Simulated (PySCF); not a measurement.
phosphine cation (H₃P), SMILES P (connectivity only; charge and spin as stated), charge +1, multiplicity 2.

Geometry: PBE-D3(BJ)/def2-TZVPD. The multiplicity is an assumed one; other spin states were not compared.

These are PBE-D3(BJ)/def2-TZVPD (PySCF) values and carry that method's errors.

Frequencies are harmonic and unscaled.

Modes within 1.5 cm⁻¹ of each other (mostly degenerate sets) share a row, with their intensities summed.

```
mode  ν (cm⁻¹)  IR (km/mol)  moving atoms (share of kinetic energy)
----  --------  -----------  --------------------------------------
1          685          4.8                           H 92 %, P 8 %
2–3       1001         10.3                                  H 97 %
4         2381         13.3                                  H 99 %
5–6       2458        116.1                                  H 96 %
```
